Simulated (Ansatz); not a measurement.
Iridium, fcc: convergence with Gaussian smearing

Computed with Ansatz, LDA, scalar-relativistic PAW, on the relaxed cell (a = 3.812 Å; spin not included). Errors count from a run at 420 eV on a Γ-centred 23×23×23 mesh with Fermi-Dirac smearing of 0.1 eV, extrapolated to zero width. Fixed here: cutoff 420 eV, mesh 14×14×14. The SCF starts from atomic densities corrected by a trained network.

```tsv
width (eV)	E(σ→0) error (meV/atom)	F error (meV/atom)	P (GPa)	SCF iterations
0.01	14.8	14.7	-0.17	6
0.03	14.6	14.0	-0.18	6
0.1	13.7	9.8	-0.15	6
0.2	11.4	0.2	-0.05	6
0.3	9.2	-12.6	0.12	6
0.6	9.3	-77.2	1.43	6
1.0	8.8	-231.0	4.49	6
```
